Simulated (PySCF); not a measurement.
Compound: cyclopropane, C₃H₆.
InChI=1S/C3H6/c1-2-3-1/h1-3H2

Theory: EOM-IP-CCSD/aug-cc-pVDZ in PySCF, restricted Hartree–Fock reference, frozen core, non-relativistic, gas phase, PBE0-D3(BJ)/def2-SVP geometry.

Hartree–Fock orbital energies give these Koopmans values (eV): HOMO/HOMO-1 11.43, HOMO-2/HOMO-3 13.77, HOMO-4 17.07, HOMO-5 18.06.

What vertical ionisation energies does EOM-IP-CCSD give?

```tsv
leading hole (HF orbital)	Koopmans (eV)	EOM-IP-CCSD (eV)	change (eV)	one-hole share
HOMO/HOMO-1	11.43	10.76	-0.67	0.96
HOMO-2/HOMO-3	13.77	12.92	-0.85	0.96
HOMO-4	17.07	15.83	-1.24	0.95
HOMO-5	18.06	16.75	-1.31	0.94
```

Does the order of the lines follow the orbital energies?

Yes, no two lines change places. The corrections run from -1.31 to -0.67 eV, with a mean of -1.02 eV over the 4 lines; no line lies above its Koopmans value.

At what kinetic energies would He I light (21.22 eV) eject these electrons?

10.46 eV (HOMO/HOMO-1), 8.30 eV (HOMO-2/HOMO-3), 5.39 eV (HOMO-4), 4.47 eV (HOMO-5).

What total energy has the lowest final state, and which wavelength reaches it?

E(CCSD) + ionisation energy = -117.54772 + 0.39557 = -117.15215 Eh, at the geometry of the initial state. The threshold wavelength is 1239.84 eV nm/10.76 eV = 115.2 nm.

One root was sought for each valence orbital with −ε under 21 eV, eight at most, so deeper holes and satellites are missing; no vibrational structure.
